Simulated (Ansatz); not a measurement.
Geometry optimisation, UKS PBE0/def2-SVP in Ansatz 0.2.0.

input.yaml

```yaml
crystal:
  periodic: [false, false, false]
  atoms:
    - { symbol: C, position_ang: [-0.24136, 0.86706, -0.78056] }
    - { symbol: "N", position_ang: [0.39472, -0.37445, -0.59924] }
    - { symbol: C, position_ang: [0.30392, -0.91875, 0.69466] }
    - { symbol: H, position_ang: [-1.32548, 0.80025, -0.59477] }
    - { symbol: H, position_ang: [-0.07717, 1.20154, -1.80414] }
    - { symbol: H, position_ang: [0.13225, 1.63276, -0.08177] }
    - { symbol: H, position_ang: [-0.74075, -1.13777, 0.96845] }
    - { symbol: H, position_ang: [0.87858, -1.84377, 0.72964] }
    - { symbol: H, position_ang: [0.67528, -0.22688, 1.46772] }
magnetization:
  spin_polarized: true
  initial_magnetization: 1
basis:
  gaussian: { orbitals: def2-SVP }
hamiltonian:
  xc: pbe0
relax:
  f_tol: 0.02
  max_steps: 50
```

Launched with:

```bash
$ ansatz run input.yaml --threads 2 --pin off --max-ram 3072MiB --backend cpu --events-out ev --progress --plain --runs-dir out
```

Problem. Where does it end, and by what steps?

Solution. It converged. After 3 steps the energy has fallen by 0.038 eV; H5 moved furthest, 0.06 Å.

| step | energy less start (eV) | largest force component (eV/Å) | accepted |
| --- | --- | --- | --- |
| 0 | 0.0000 | 0.535 | yes |
| 1 | -0.0330 | 0.248 | yes |
| 2 | -0.0375 | 0.073 | yes |
| 3 | -0.0377 | 0.016 | yes |

```xyz
9
Properties=species:S:1:pos:R:3
C -0.235 0.859 -0.785
N 0.424 -0.395 -0.635
C 0.309 -0.919 0.684
H -1.324 0.771 -0.581
H -0.110 1.255 -1.804
H 0.143 1.616 -0.066
H -0.752 -1.116 0.948
H 0.865 -1.863 0.788
H 0.680 -0.207 1.451
```

The run took 8.7 s on 2 threads of Arm Neoverse V1, with other jobs on the host, peak memory 0.16 GiB.
